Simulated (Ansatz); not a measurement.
# CHSi₂ (doublet): wave-function methods side by side, cc-pVTZ

An exercise on one series of results from a longer session: the logs are not shown, and one member is left open.

Program: Ansatz 0.2.0, Gaussian basis. Level of theory: cc-pVTZ, core rule «outside noble gas», up to 11 orbitals frozen. These are calculated values, not measurements.

The runs, in order: UHF; CCSD(T) on ROHF; CCSD(T) on UHF; BCCD(T) on ROHF; CCSDT(Q) on ROHF; CCSDT(Q) on UHF.

3 further runs of the same task are left out: 3 set aside as unsound or not needed.

## The system

The geometry is a PBE0/def2-TZVP stationary point (not a proven minimum) of the parent state, kept for this charge and spin.

4 atoms, charge 0, spin multiplicity 2.

Atoms are counted from 1 here; the program's logs count them from 0.

Bond lengths: C1–Si2 1.912 Å, C1–Si3 1.729 Å, Si2–Si3 2.317 Å, Si2–H4 1.509 Å. Angles: Si2–C1–Si3 78.8°, C1–Si2–Si3 47.1°, C1–Si2–H4 117.9°, Si3–Si2–H4 119.9°, C1–Si3–Si2 54.1°.

Set-up of the first run:

The input, in.yaml:

```yaml
crystal:
  periodic: [false, false, false]
  atoms:
    - {symbol: C, position_ang: [-0.061244, -1.147988, -0.219952]}
    - {symbol: Si, position_ang: [0.099301, 0.160438, 1.164819]}
    - {symbol: Si, position_ang: [-0.033008, 0.314343, -1.142833]}
    - {symbol: H, position_ang: [-1.117401, 0.450106, 2.008353]}
basis:
  gaussian: {orbitals: cc-pVTZ}
magnetization: {spin_polarized: true, initial_magnetization: 1}
hamiltonian: {xc: hf}
output: {orbitals: {seedname: orbitals}}
```

Launch:

```sh
ansatz run in.yaml --threads 1 --pin off --events-out ev --progress --plain --max-ram 4096MiB --backend cpu
```

Steps of the session up to this table: UHF; CCSD(T) on ROHF; CCSD(T) on UHF; BCCD(T) on ROHF; CCSDT(Q) on ROHF; CCSDT(Q) on UHF.

One of the session's tables, all rows but one given; the rest of the session is left out.

```
   method  from RCCSDT(Q) (kcal/mol)
     ROHF                    +264.51
     RMP2                     +31.90
     UMP2                     +52.00
    RCCSD                     +21.17
    UCCSD                     +21.18
 RCCSD(T)                      +2.55
 UCCSD(T)                      +3.67
  BCCD(T)                      +2.60
   RCCSDT                          ?
   UCCSDT                      +2.10
RCCSDT(Q)                          0
UCCSDT(Q)                      -0.54
```

**Question.** Estimate the row for RCCSDT.

**Answer.** from RCCSDT(Q) (kcal/mol): +2.31. In the column «from RCCSDT(Q) (kcal/mol)» it lies between UCCSDT (+2.10) and RCCSD(T) (+2.55).

Left out of the table: UHF (another determinant or state than the rows shown).

Caveats from the session: The determinant is far from a pure spin state, so its energy mixes those of several spin states (harmless only where they are near-degenerate, as at dissociation). Warnings: spin contamination; coupled cluster took another determinant than the lowest. Restricted and unrestricted rows rest on different reference determinants; where their highest levels disagree by more than a few hundredths of an eV, they describe different states and don't form one ladder.
